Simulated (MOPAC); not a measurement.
MOPAC input (MNDO):

```
MNDO PRECISE GNORM=0.05 LET XYZ GEO-OK AUX(PRECISION=9) THREADS=1
Li2

Li   -0.00000000 1   -0.00000000 1   -1.36098014 1
Li    0.00000000 1    0.00000000 1    1.36098014 1
```

Output:

```
 *******************************************************************************
 **                                                                           **
 **                              MOPAC v23.2.5                                **
 **                                                                           **
 *******************************************************************************
 ** MOPAC's Digital Object Identifier: https://doi.org/10.5281/zenodo.6511958 **
 **                                                                           **
 ** Please cite the open-source release paper for use of this MOPAC version:  **
 ** J. E. Moussa and J. J. P. Stewart (2026)                                  **
 ** MOPAC: An open-source semiempirical molecular orbital program             **
 ** J. Open Source Softw., 11(119), 8025, https://doi.org/10.21105/joss.08025 **
 *******************************************************************************

                              MNDO CALCULATION RESULTS

 *******************************************************************************
 *  MNDO       - The MNDO Hamiltonian to be used
 *  GEO-OK     - OVERRIDE INTERATOMIC DISTANCE AND OTHER SAFETY CHECKS
 *  LET        - OVERRIDE SOME SAFETY CHECKS
 *  PRECISE    - TIGHTER CRITERIA TO BE USED
 *  XYZ        - CARTESIAN COORDINATE SYSTEM TO BE USED
 *  GNORM      - EXIT WHEN GRADIENT NORM DROPS BELOW 0.050
 *  AUX        - OUTPUT AUXILIARY INFORMATION
 *******************************************************************************
MNDO PRECISE GNORM=0.05 LET XYZ GEO-OK AUX(PRECISION=9) THREADS=1
 Li2

   ATOM   CHEMICAL          X               Y               Z
  NUMBER   SYMBOL      (ANGSTROMS)     (ANGSTROMS)     (ANGSTROMS)

     1      Li         -0.00000000  *  -0.00000000  *  -1.36098014  *
     2      Li          0.00000000  *   0.00000000  *   1.36098014  *

          CARTESIAN COORDINATES

    NO.       ATOM           X           Y           Z

     1        Li         -0.0000     -0.0000     -1.3610
     2        Li          0.0000      0.0000      1.3610

 Li: (MNDO): TAKEN FROM MNDOC BY W.THIEL (QCPE NO.438, V. 2, P.63, (1982))

           Empirical Formula: Li2  =     2 atoms

      MOLECULAR POINT GROUP   :   D*h

      RHF CALCULATION, NO. OF DOUBLY OCCUPIED LEVELS = 1

          Geometry optimization using EF

 ALL CONVERGERS ARE NOW FORCED ON
 SHIFT=10, PULAY ON, CAMP-KING ON
 AND ITERATION COUNTER RESET

          DIAGONAL MATRIX USED AS START HESSIAN

 CYCLE:     1  GRAD.:    10.586 HEAT:  119.7511
 CYCLE:     2  GRAD.:     7.784 HEAT:  119.2668
 CYCLE:     3  GRAD.:     1.600 HEAT:  118.5987

 ALL CONVERGERS ARE NOW FORCED ON
 SHIFT=10, PULAY ON, CAMP-KING ON
 AND ITERATION COUNTER RESET

 CYCLE:     4  GRAD.:     0.543 HEAT:  118.5352
 CYCLE:     5  GRAD.:     0.075 HEAT:  118.5307

 ALL CONVERGERS ARE NOW FORCED ON
 SHIFT=10, PULAY ON, CAMP-KING ON
 AND ITERATION COUNTER RESET

 CYCLE:     6  GRAD.:     0.012 HEAT:  118.5305

     GRADIENT =  0.01239 IS LESS THAN CUTOFF =  0.05000

 -------------------------------------------------------------------------------
 MNDO PRECISE GNORM=0.05 LET XYZ GEO-OK AUX(PRECISION=9) THREADS=1
 Li2

     GEOMETRY OPTIMISED USING EIGENVECTOR FOLLOWING (EF).
     SCF FIELD WAS ACHIEVED

                              MNDO CALCULATION
                                                       MOPAC v23.2.5 Linux

          FINAL HEAT OF FORMATION =        118.53050 KCAL/MOL =     495.93159 KJ/MOL

          COSMO AREA              =         96.35 SQUARE ANGSTROMS
          COSMO VOLUME            =         78.71 CUBIC ANGSTROMS

          GRADIENT NORM           =          0.01239          =       0.00876 PER ATOM
          IONIZATION POTENTIAL    =          3.073580 EV
          HOMO LUMO ENERGIES (EV) =         -3.074  0.446
          NO. OF FILLED LEVELS    =          1
          MOLECULAR WEIGHT        =         13.8800         POINT GROUP:  D*h

          MOLECULAR DIMENSIONS (Angstroms)

            Atom       Atom       Distance
           Li     2   Li     1     3.08281
           Li     2   Li     1     0.00000
           Li     1   Li     2     0.00000

          SCF CALCULATIONS        =          7

   ATOM   CHEMICAL          X               Y               Z
  NUMBER   SYMBOL      (ANGSTROMS)     (ANGSTROMS)     (ANGSTROMS)

     1      Li          0.00000000  *   0.00000000  *  -1.54140494  *
     2      Li          0.00000000  *  -0.00000000  *   1.54140494  *

                             CARTESIAN COORDINATES

   1   Li        0.000000000     0.000000000    -1.541404940
   2   Li        0.000000000    -0.000000000     1.541404940

           Empirical Formula: Li2  =     2 atoms

      MOLECULAR POINT GROUP   :   D*h

                  EIGENVALUES
  -3.07358   0.44552   1.32843   1.81697   1.81697   2.98402   2.98402   5.05394

              NET ATOMIC CHARGES AND DIPOLE CONTRIBUTIONS

  ATOM NO.   TYPE          CHARGE      No. of ELECS.   s-Pop       p-Pop
    1         Li          -0.000000        1.0000     0.98788     0.01212
    2         Li           0.000000        1.0000     0.98788     0.01212
 DIPOLE           X         Y         Z       TOTAL
 POINT-CHG.     0.000    -0.000     0.000     0.000
 HYBRID        -0.000    -0.000    -0.000     0.000
 SUM           -0.000    -0.000     0.000     0.000

          ATOMIC ORBITAL ELECTRON POPULATIONS

     Atom    s        px        py        pz
    1 Li   0.98788   0.00000   0.00000   0.01212
    2 Li   0.98788   0.00000   0.00000   0.01212

 **********************
 *                    *
 * JOB ENDED NORMALLY *
 *                    *
 **********************

 == MOPAC DONE ==
```
